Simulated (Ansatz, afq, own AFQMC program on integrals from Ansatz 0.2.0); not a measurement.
AFQMC on a folder of integrals that Ansatz 0.2.0 wrote.

```yaml
crystal:
  periodic: [false, false, false]
  atoms:
    - {symbol: Se, position_ang: [0.000000, 0.000000, 0.000000]}
    - {symbol: Be, position_ang: [0.000000, 0.000000, 5.180000]}
basis:
  gaussian: {orbitals: aug-cc-pVDZ}
total_charge: -1
magnetization: {spin_polarized: false, initial_magnetization: 1}
correlation: {method: ccsd_t, electrons: outside_noble_gas, hamiltonian_folder: ham}
```

```sh
$ ansatz run in.yaml --threads 1 --pin off --events-out ev --progress --plain --max-ram 1843MiB
```

afq runs on the folder ham with

```
--method phaseless --trial cisd --walkers 60 --populations 1 --least-time 40 --time-step 0.005 --steps-per-block 50 --equilibration-blocks 40 --max-blocks 300 --target-error 0.00072 --factor-cut 1e-05 --start spin_pure --seed 4906 --release-times 0.24,0.51,0.99,1.62,2.4 --release-step 0.03 --release-every 4 --taylor-order 6
```

Times are imaginary, in 1/Eh. The walk had a cap of 1781 s. Filled inner d shells are frozen with the cores.

afq prints:

```
orbitals 44  electrons 5 4  factors 283 of 619
reference energy -2414.40847325 Eh
CCSD correlation -0.16689963 Eh in 14 cycles, weight of the determinant in the CISD state 0.8412
energy of the start -2414.575371 Eh
 block  time / (1/Eh)  mean weight  energy / Eh
     1     0.250  0.9999  -2414.572633
     2     0.500  1.0011  -2414.572509
     3     0.750  0.9994  -2414.572435
     4     1.000  0.9984  -2414.573312
     5     1.250  0.9996  -2414.573825
     7     1.750  1.0001  -2414.576164
     9     2.250  1.0003  -2414.575240
    11     2.750  1.0011  -2414.575884
    21     5.250  0.9997  -2414.575734
    31     7.750  1.0001  -2414.580694
    41    10.250  0.9998  -2414.581773
    51    12.750  1.0008  -2414.583522
    61    15.250  0.9995  -2414.576678
    71    17.750  1.0015  -2414.577615
    81    20.250  0.9988  -2414.578268
    86    21.500  0.9998  -2414.585890
    91    22.750  1.0004  -2414.577836
    96    24.000  1.0008  -2414.573215
   101    25.250  1.0000  -2414.574633
   111    27.750  1.0016  -2414.577205
   121    30.250  1.0015  -2414.575196
   131    32.750  1.0005  -2414.576769
   141    35.250  0.9985  -2414.575140
   151    37.750  0.9992  -2414.578816
   161    40.250  1.0008  -2414.583059
   171    42.750  1.0008  -2414.583756
   181    45.250  1.0014  -2414.582455
   191    47.750  0.9997  -2414.574601
   196    49.000  0.9996  -2414.578409
blocks merged  error / Eh  count
     1  0.000266  160
     2  0.000339  80
     4  0.000422  40
     8  0.000466  20
    16  0.000515  10
released: time / (1/Eh)  energy / Eh  error  mean overlap
  0.24  -2414.578915  0.000504  0.9872
  0.51  -2414.578935  0.000442  0.9969
  0.99  -2414.578822  0.000453  0.9949
  1.62  -2414.579431  0.000544  1.0077
  2.40  -2414.578390  0.000688  1.0435
energy -2414.578704 +/- 0.000466 Eh
(rows thinned)
```

The run passed its tests (sampling time, drift between the halves within three errors, error under three times the target), which doesn't prove that it has relaxed.

Against this walk (error 12.7 meV) on the same determinant: CCSD(T) 3.4 meV lower (within the noise), CCSDT(Q) 26.7 meV lower. The error is statistical and leaves out the bias of the constraint. Released to 2.40 1/Eh the energy moves by 9 ± 23 meV (both errors), within twice the noise.

Cautions: constraint bias not in the error; no relativity below Rb; no spin-orbit coupling; inner d shell frozen.

The walk took 5.1 min on 1 thread of Arm Neoverse V1, with other jobs on the host. The log's last line is the phaseless energy.

CCSDT and higher add their correlation energy to the determinant of the CCSD(T) run, since their own runs factorise the integrals more tightly (a shift of under 2 meV). A walk keeps the symmetry of its determinant, which the program's search chose and which needn't be the lowest solution, so a lower state of the same spin and another symmetry isn't excluded.
